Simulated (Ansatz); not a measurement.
# How basis sets differ on SiH3Cl (chlorosilane)

SiH3Cl, singlet, SMILES `[SiH3]Cl`. Each level relaxes the structure for itself.

Quantity: the zero-point energy at each level's own minimum, in kJ/mol. The values are calculated.

| level | kind | program | value (kJ/mol) |
| --- | --- | --- | --- |
| HF/STO-3G | Hartree–Fock | Ansatz | 86.8 |
| HF/3-21G | Hartree–Fock | Ansatz | 71.3 |
| HF/6-31G* (Cartesian functions) | Hartree–Fock | Ansatz | 74.4 |
| HF/cc-pVTZ | Hartree–Fock | Ansatz | 72.6 |

Harmonic and unscaled. The values span 71.3 to 86.8 kJ/mol.
